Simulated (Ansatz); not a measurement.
Bonds to the group Y in Y-Sb(OH)2. Gas-phase values, no solvent. Each species was relaxed from one start; no search for lower structures was made at this level. In the def2 sets, heavy atoms carry core potentials. Strings in code marks are SMILES. Quantity: electronic energy of homolysis of the metal–ligand bond (relaxed doublet parts, no counterpoise, zero-point or spin–orbit term). Level 1: PBE-D3(BJ)/def2-TZVP // B3LYP-D3(BJ)/def2-SVP (Ansatz, a quantum-chemistry and plane-wave program). Level 2: PBE0-D3(BJ)/def2-TZVP // B3LYP-D3(BJ)/def2-SVP (Ansatz).

```csv
case,level 1 (kcal/mol),level 2 (kcal/mol)
allyl: `C=C[CH2][Sb]([OH])[OH]`,47.9,47.3
tert-butyl: `C[C](C)(C)[Sb]([OH])[OH]`,54.0,53.7
cyclopentyl: `[OH][Sb]([OH])[CH]1CCCC1`,54.5,53.9
isopropyl: `C[CH](C)[Sb]([OH])[OH]`,56.6,56.1
"trifluoromethyl: `[OH][Sb]([OH])[C](F)(F)F` (H–O–Sb–O torsion 53°, O–Sb–O–H torsion 98°)",58.1,56.5
ethyl: `C[CH2][Sb]([OH])[OH]`,60.1,withheld
"methyl: `[CH3][Sb]([OH])[OH]` (O–Sb–O–H torsion -90°, O–Sb–O–H torsion -51°)",65.1,63.9
phenyl: `[OH][Sb]([OH])[c]1ccccc1`,72.0,72.0
```

Task: Fit level 2 = a + b·x to the 7 complete rows by least squares, with x = level 1 in kcal/mol. Give a, b and the rms residual, and predict the withheld value.

Result: Means of the 7 rows: x̄ = 58.314, ȳ = 57.629 kcal/mol. Σ(x − x̄)² = 377.95 and Σ(x − x̄)(y − ȳ) = 380.84, so b = 1.008 and a = ȳ − b·x̄ = -1.15 kcal/mol. The rms residual is 0.50 kcal/mol. At x = 60.1 the line gives 59.4 kcal/mol. The run for ethyl: `C[CH2][Sb]([OH])[OH]` gave 59.3 kcal/mol, so the line is off by 0.1 kcal/mol, within twice the rms residual.

Codes: Ansatz.
